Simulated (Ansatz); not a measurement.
Cartesian coordinates (Å):
```xyz
3

C     -0.0244     0.3538     0.0000
O      1.0282    -0.1542     0.0000
H     -1.0037    -0.1995     0.0000
```
Charge 0, spin multiplicity 2.

Calculation: frozen-core CCSD(T)/cc-pVTZ // PBE0-D3(BJ)/def2-TZVP (Ansatz, a first-principles code).

```json
{
  "HF energy": "-113.29316 Ha",
  "MP2 correlation energy": "-0.36676 Ha"
}
```

Problem. Estimate the CCSD correlation energy, the (T) correction, the total energy and the T1 diagnostic.

Solution. 
```yaml
CCSD correlation energy: -0.37384 Ha
"(T) correction": -0.01679 Ha
CCSD(T) total energy: -113.68379 Ha
T1 diagnostic: 0.022
```
